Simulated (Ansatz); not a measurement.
# FH3Si: the cost of one run

Program: Ansatz 0.2.0. Level of theory: the levels named in each step. These are calculated values, not measurements.

### 1 The structure to begin with

Bond lengths: F1–Si2 1.606 Å, Si2–H3 1.454 Å, Si2–H4 1.454 Å, Si2–H5 1.454 Å. Angles: F1–Si2–H3 105.1°, F1–Si2–H4 105.1°, F1–Si2–H5 105.1°, H3–Si2–H4 113.5°, H3–Si2–H5 113.5°, H4–Si2–H5 113.5°.

As a file:

```xyz
5

F     1.0081   -0.0206   -0.1537
Si   -0.5792    0.0118    0.0883
H    -0.9637    1.4007   -0.1062
H    -0.7641   -0.4542    1.4532
H    -1.1334   -0.8876   -0.9107
```

### 2 A rough first relaxation, PBE-D4/def2-SVP

This run stands in another session on the same molecule. It ended at:

```xyz
5

F     1.0954   -0.0224   -0.1670
Si   -0.5244    0.0108    0.0799
H    -1.0113    1.4190   -0.1021
H    -0.8091   -0.4592    1.4768
H    -1.1830   -0.8980   -0.9168
```

### 3 Relaxation, HF/STO-3G

The input, input.yaml:

```yaml
crystal:
  periodic: [false, false, false]
  atoms:
    - { symbol: F, position_ang: [1.09544818, -0.02244455, -0.16702849] }
    - { symbol: Si, position_ang: [-0.52435099, 0.01079157, 0.07994577] }
    - { symbol: H, position_ang: [-1.01127158, 1.41897861, -0.10214668] }
    - { symbol: H, position_ang: [-0.80907835, -0.45921182, 1.47682524] }
    - { symbol: H, position_ang: [-1.18303726, -0.89803382, -0.91675583] }
basis:
  gaussian: { orbitals: STO-3G }
hamiltonian:
  xc: hf
relax:
  f_tol: 0.002
  max_steps: 150
```

Started as:

```console
ansatz run input.yaml --threads 2 --pin off --max-ram 5120MiB --backend cpu --events-out ev --progress --plain --runs-dir out
```

**Question.** How long does this run take on 2 threads of Arm Neoverse N1, shared host, and how much memory does it need?

About 1.6 s, with a peak of 0.082 GiB.
